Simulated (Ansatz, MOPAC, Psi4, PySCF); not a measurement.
System: propane, C$_{3}$H$_{8}$ (charge 0, singlet). SMILES: CCC
Geometry from a B3LYP-D3(BJ)/def2-TZVP (Ansatz, a quantum-chemistry and plane-wave program) optimisation:
```
C
H 1 1.0941
H 1 1.0941 2 106.12
C 1 1.5265 2 109.44 3 117.99
H 4 1.0917 1 111.60 2 -57.95
H 4 1.0929 5 107.78 1 122.13
H 4 1.0929 5 107.78 6 115.74
C 1 1.5265 2 109.44 3 -117.99
H 8 1.0917 1 111.60 2 57.95
H 8 1.0929 9 107.78 1 -122.13
H 8 1.0929 9 107.78 10 -115.74
```
Charge 0, spin multiplicity 1.

Wanted: enthalpy of formation at 298 K, in kcal/mol. Terms: spin-orbit terms left out; non-relativistic; 6-311+G** with 5d; open shells spin-unrestricted; valence correlation only; no dispersion term unless named; 6-31G* and kin with 6d, 5d where marked. CBS marks a two-point X^-3 extrapolation of the correlation energy; Hartree-Fock from the larger set. The bracket is a focal-point correction in the basis named. Ab initio and DFT rows: single points at B3LYP-D3(BJ) geometries (Ansatz), with unscaled harmonic terms from B3LYP/6-31G* at its own minima, enthalpies of formation by atomisation with measured atoms. Semi-empirical rows: MOPAC heats of formation at their own minima for 298 K.

Measured values: Active Thermochemical Tables 1.112 (ions: stationary electron), as tabulated in the package chemicals; they hold spin-orbit and core effects, anharmonicity. 

Value to compare with, the measured value: -24.9 kcal/mol.

```
level                                              program  enthalpy of formation at 298 K (kcal/mol)  error
-------------------------------------------------  -------  -----------------------------------------  -----
PM3                                                  MOPAC                                      -23.7    1.2
PBE/6-31G*                                          Ansatz                                      -37.5  -12.6
PBE/def2-SVP                                        Ansatz                                      -37.5  -12.6
BLYP/6-31G*                                         Ansatz                                      -13.9   11.0
B3LYP/cc-pVDZ                                       Ansatz                                       -7.0   17.9
PBE0/6-31G*                                         Ansatz                                      -28.5   -3.6
wB97X-D/6-311+G**                                     Psi4                                      -18.6    6.3
MP2/6-311+G**                                       Ansatz                                       22.2   47.1
B3PW91/6-31G* (5d)                                   PySCF                                      -26.6   -1.7
M06-2X/def2-TZVPD                                    PySCF                                      -20.5    4.4
wB97M-V/def2-TZVPD                                  Ansatz                                      -23.7    1.2
RI-MP2/CBS(cc-pVTZ,cc-pVQZ)+[CCSD(T)-MP2]/cc-pVTZ   Ansatz                                      -24.1    0.8
```

Among the 9 habitual levels, MP2/6-311+G** lies farthest from the measured value (47.1 kcal/mol); 5 of 9 lie above it, and their mean absolute error is 12.7 kcal/mol, the median 11.0. One case shows no general order.

The levels are drawn from those run, B3LYP/6-31G* more often than the rest, none by its result; runs whose electronic state is in doubt are left out.
